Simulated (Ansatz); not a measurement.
# SiH₃S (doublet): the correlation ladder at a displaced geometry (v1), cc-pVDZ

The task here is to estimate one member of a computed series from the others.

Method: cc-pVDZ, core rule «outside noble gas», up to 10 orbitals frozen; program: Ansatz 0.2.0, Gaussian basis.

To be run: UHF; CCSD(T) on ROHF; CCSD(T) on UHF; BCCD(T) on ROHF; CISD; CCSDT(Q) on ROHF; CCSDT(Q) on UHF.

22 further runs of the same task are left out: 1 for a known fault of the program, 7 that didn't finish, 14 set aside as unsound or not needed.

## The geometry

The geometry is a PBE0/def2-TZVP stationary point (not a proven minimum) with its atoms shifted at random (size 0.040 Å).

5 atoms, charge 0, spin multiplicity 2.

Atoms are counted from 1 here; the program's logs count them from 0.

Bond lengths: Si1–S2 2.132 Å, Si1–H3 1.521 Å, Si1–H4 1.440 Å, Si1–H5 1.542 Å. Angles: S2–Si1–H3 101.7°, S2–Si1–H4 111.7°, S2–Si1–H5 108.1°, H3–Si1–H4 111.0°, H3–Si1–H5 112.4°, H4–Si1–H5 111.6°.

Set-up of the first run:

Input file in.yaml:

```yaml
crystal:
  periodic: [false, false, false]
  atoms:
    - {symbol: Si, position_ang: [0.002123, 0.007672, 1.061033]}
    - {symbol: S, position_ang: [0.001289, -0.012794, -1.070815]}
    - {symbol: H, position_ang: [0.049341, 1.499323, 1.354401]}
    - {symbol: H, position_ang: [1.158098, -0.661202, 1.598708]}
    - {symbol: H, position_ang: [-1.307608, -0.644876, 1.547218]}
basis:
  gaussian: {orbitals: cc-pVDZ}
magnetization: {spin_polarized: true, initial_magnetization: 1}
hamiltonian: {xc: hf}
output: {orbitals: {seedname: orbitals}}
```

The run is started by

```
ansatz run in.yaml --threads 1 --pin off --events-out ev --progress --plain --max-ram 2393MiB
```

Among the steps run: UHF; CCSD(T) on ROHF; CCSD(T) on UHF; BCCD(T) on ROHF; CISD; CCSDT(Q) on ROHF; CCSDT(Q) on UHF.

One table of the session follows, with a row left open; its other results are not shown here.

| method | from UCCSDT(Q) (kcal/mol) |
| --- | --- |
| ROHF | +163.07 |
| UHF | +160.53 |
| RMP2 | +29.60 |
| UMP2 | ? |
| CISD | +18.12 |
| RCCSD | +4.41 |
| UCCSD | +4.35 |
| RCCSD(T) | +0.85 |
| UCCSD(T) | +0.85 |
| BCCD(T) | +0.83 |
| RCCSDT | +0.22 |
| UCCSDT | +0.22 |
| RCCSDT(Q) | +0.01 |
| UCCSDT(Q) | 0 |

Q: Estimate the row for UMP2 from the others.

The run gave: from UCCSDT(Q) (kcal/mol): +29.93. In the column «from UCCSDT(Q) (kcal/mol)» it lies between RMP2 (+29.60) and UHF (+160.53).

Caveats from the session: Restricted and unrestricted rows rest on different reference determinants; where their highest levels disagree by more than a few hundredths of an eV, they describe different states and don't form one ladder.
